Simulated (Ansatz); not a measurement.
Scan of [OH···H···F], doublet

Starting geometry:

```xyz
4

O    -1.0931   -0.0252    0.0000
H    -1.3424    0.9013    0.0000
H    -0.1336   -0.0252    0.0000
F     0.9989   -0.0252    0.0000
```

From there atom H3 is moved from one fragment to the other while all else, the fragments' distance too, stays fixed; atoms are numbered as listed. Energies are in kcal/mol, counted from the starting geometry at the same level. Kohn–Sham curves are unrestricted where that lies lower.

Basis cc-pVDZ; Ansatz 0.2.0. Only valence electrons are correlated (noble-gas cores frozen). Prefix R: restricted or restricted open-shell reference; prefix U: unrestricted.

Coupled cluster chose its determinant by a search with trial CCSD, here up to 0.27 eV above the lowest Hartree–Fock solution of its kind. The reference follows the lowest state, whose symmetry changes along the scan.

Full CI isn't at hand for all of this; UCCSDT(Q) serves as the reference, and is uncertain by the last step of the cluster series or more.

```json
{"distance O1-H3 (Å)": "0.892", "B2PLYP": "7.2"}
{"distance O1-H3 (Å)": "0.960", "B2PLYP": "0.0"}
{"distance O1-H3 (Å)": "0.993", "B2PLYP": "-2.2"}
{"distance O1-H3 (Å)": "1.026", "B2PLYP": "-4.0"}
{"distance O1-H3 (Å)": "1.059", "B2PLYP": "-5.3"}
{"distance O1-H3 (Å)": "1.092", "B2PLYP": "-6.4"}
{"distance O1-H3 (Å)": "1.126", "B2PLYP": "-7.1"}
{"distance O1-H3 (Å)": "1.159", "B2PLYP": "-7.3"}
{"distance O1-H3 (Å)": "1.192", "B2PLYP": "-4.8"}
```

**Question.** Estimate the UCCSDT(Q) curve in cc-pVDZ from this one, knowing how B2PLYP differs from it in such a basis.

**Answer.** The computed UCCSDT(Q) values, in kcal/mol from the starting point, and the difference of B2PLYP against them:
```csv
distance O1-H3 (Å),UCCSDT(Q),B2PLYP less UCCSDT(Q)
0.892,6.0,1.2
0.960,0.0,0.0
0.993,-2.0,-0.2
1.026,-3.9,-0.1
1.059,-5.8,0.5
1.092,-7.6,1.2
1.126,-9.2,2.1
1.159,-10.1,2.8
1.192,-10.6,5.8
```

The difference spans 6.0 kcal/mol and is largest, 5.8 kcal/mol, at 1.192 Å.

In so small a basis the reference is far from its limit. A double hybrid takes much of its correlation from a semilocal functional, which needs less basis, so its difference from the reference holds the reference's basis and frozen-core error beside its own.
